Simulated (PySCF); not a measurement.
## Argon: a sound run and one with changed settings

Sound run: Ar [Ar], Ar⁺ [Ne] 3s2 3p5. Calculation: PySCF 2.14, in 6-31G* (4s3p1d, 18 functions); no relativity, point nucleus. In the sound run the correlated levels freeze [Ne]. The sound run starts from symmetry-adapted Hartree-Fock orbitals and uses a fine grid where one is needed.

Changed run: basis STO-3G. This setting is unsound on purpose.

```csv
species,method,sound run (hartree),changed run (hartree),converged
Ar,UHF,-526.77215,-521.22288,yes
Ar,LDA,-525.88248,-520.19101,yes
Ar,B3LYP,-527.51331,-521.84571,yes
Ar,MP2,-526.90713,-521.22288,yes
Ar⁺,UHF,-526.23345,-520.72694,yes
Ar⁺,LDA,-525.29566,-519.65111,yes
Ar⁺,B3LYP,-526.93306,-521.30825,yes
Ar⁺,MP2,-526.34332,-520.72694,yes
```

Ionisation energy of Ar:

```tsv
method	sound run (eV)	changed run (eV)
UHF	14.659	13.495
LDA	15.968	14.692
B3LYP	15.789	14.625
MP2	15.342	13.495
SCS-MP2	15.261	13.495
```

A minimal basis cannot let orbitals breathe on ionisation and holds almost no correlation.

For comparison, NIST gives 15.760 eV between the lowest levels.
